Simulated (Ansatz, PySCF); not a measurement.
propene cation (C3H6), SMILES C=CC (connectivity only; charge and spin as stated), charge +1, multiplicity 2. Atoms are numbered in the order given.

```xyz
9

C     -1.1927     0.1780    -0.2304
C      0.0566    -0.0388     0.4684
C      1.3086    -0.1762    -0.1721
H     -1.8910    -0.6275     0.0613
H     -1.6836     1.0713     0.1925
H     -1.1065     0.2475    -1.3125
H      0.0363    -0.1032     1.5558
H      1.3798    -0.1440    -1.2559
H      2.2167    -0.3151     0.4069
```
Charge +1, spin multiplicity 2.

Geometry: ωB97X-D3(BJ)/def2-TZVP. The spin state was assumed, not searched.

Two levels are set side by side: PBE-D3(BJ)/def2-TZVP (Ansatz, a program for electronic structure) and ωB97X-D3(BJ)/def2-TZVP (PySCF). Each level has its own optimised geometry; the coordinates shown are those of the second. Frequencies come from the Hessian of PySCF at each geometry. Differences are taken from unrounded values.

| quantity | ωB97X-D3(BJ) | PBE-D3(BJ) | PBE-D3(BJ) minus ωB97X-D3(BJ) |
|---|---|---|---|
| mean bond length (Å) | 1.177 | 1.183 | 0.006 |
| bond C1–C2 (Å) | 1.448 | 1.443 | -0.005 |
| bond C2–C3 (Å) | 1.413 | 1.410 | -0.003 |
| bond C1–H4 (Å) | 1.105 | 1.122 | 0.016 |
| bond C1–H5 (Å) | 1.104 | 1.113 | 0.009 |
| bond C1–H6 (Å) | 1.088 | 1.094 | 0.006 |
| bond C2–H7 (Å) | 1.089 | 1.098 | 0.008 |
| bond C3–H8 (Å) | 1.087 | 1.095 | 0.008 |
| bond C3–H9 (Å) | 1.086 | 1.094 | 0.008 |
| highest harmonic wavenumber (cm⁻¹) | 3279 | 3170 | -109 |
| mean harmonic wavenumber (cm⁻¹) | 1609 | 1548 | -61 |
| zero-point energy (kcal/mol) | 48.30 | 46.47 | -1.84 |

GGA bonds tend to be longer and softer than those of functionals with exact exchange. Differences between two approximate levels are no errors against the true value.
